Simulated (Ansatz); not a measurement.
Species: C$_{2}$H$_{4}$NO, charge 0, doublet. C2H4NO (SMILES [CH2]C(N)=O, doublet).
B3LYP-D3(BJ)/def2-TZVP minimum from Ansatz (a first-principles code):
```xyz
8

O      0.2440     1.2982     0.2869
C      0.0056     0.1235     0.0276
N      1.0071    -0.7711    -0.2593
C     -1.3493    -0.3957    -0.0172
H      0.8326    -1.7569    -0.3335
H     -1.5726    -1.4257    -0.2615
H     -2.1561     0.2872     0.1984
H      1.9565    -0.4591    -0.1456
```
Charge 0, spin multiplicity 2.

Total energies in cc-pVDZ, 23 correlated electrons, 4 frozen orbitals. Radicals and triplets start from unrestricted determinants; spin-orbit coupling is neglected. Correlated methods leave the cores frozen. No relativity. The UHF reference of C2H4NO ([CH2]C(N)=O, doublet) is spin-contaminated (<S^2> up to 0.05 over the pure value in the sets run).

| method | program | energy (Eh) | minus CCSDT(Q) (mEh) |
|---|---|---|---|
| HF | Ansatz | -207.37000 | 642.03 |
| MP2 | Ansatz | -207.95645 | 55.57 |
| CCSD | Ansatz | -207.99016 | 21.87 |
| CCSD(T) | Ansatz | -208.00921 | 2.82 |
| CCSDT(Q) | Ansatz | -208.01203 | 0.00 |

Rough core times of Ansatz's runs on a shared machine: CCSD(T) 30 s, CCSDT(Q) 80 min.
